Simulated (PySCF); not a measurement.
Molecule: SMILES [SiH3][N-][SiH3], [H₆NSi₂]-.

Bonds (- single, = double, # triple, : aromatic): Si1-N2, N2-Si3. Si1 carries H4, H5, H6; Si3 carries H7, H8, H9. Formal charges: N2 -1.

Total charge -1.

Frames of a GFN2-xTB Langevin trajectory at 300 K; GIAO PBE0/pcSseg-1 shieldings in PySCF 2.14, gas phase, non-relativistic; equivalent atoms averaged within each frame.

Chemical shifts δ = σref − σ; ²⁹Si (349.16 ppm), ¹H (31.72 ppm) vs TMS; ¹⁵N (267.73 ppm) against NH3, all at this level. The references are static minima.

Q: How do the shifts (ppm) fluctuate along the trajectory?

A: 
| time (fs) | Si1/Si3 | N2 | H4/H5/H6/H7/H8/H9 |
| --- | --- | --- | --- |
| optimised geometry | -90.6 | 11.8 | 5.32 |
| 250 | -82.4 | 21.2 | 5.75 |
| 425 | -98.5 | 21.2 | 6.07 |
| 625 | -99.4 | -10.3 | 5.27 |
| 800 | -92.9 | 5.0 | 5.59 |
| 1000 | -90.4 | 11.5 | 5.45 |
| mean of frames | -92.7 | 9.7 | 5.62 |
| standard deviation | 6.9 | 13.1 | 0.31 |

5 frames give an uncertainty of the mean of about the standard deviation over 2.2 at best, since frames this close in time may not be independent; classical motion lacks zero-point vibration, and the reference would need the same averaging.
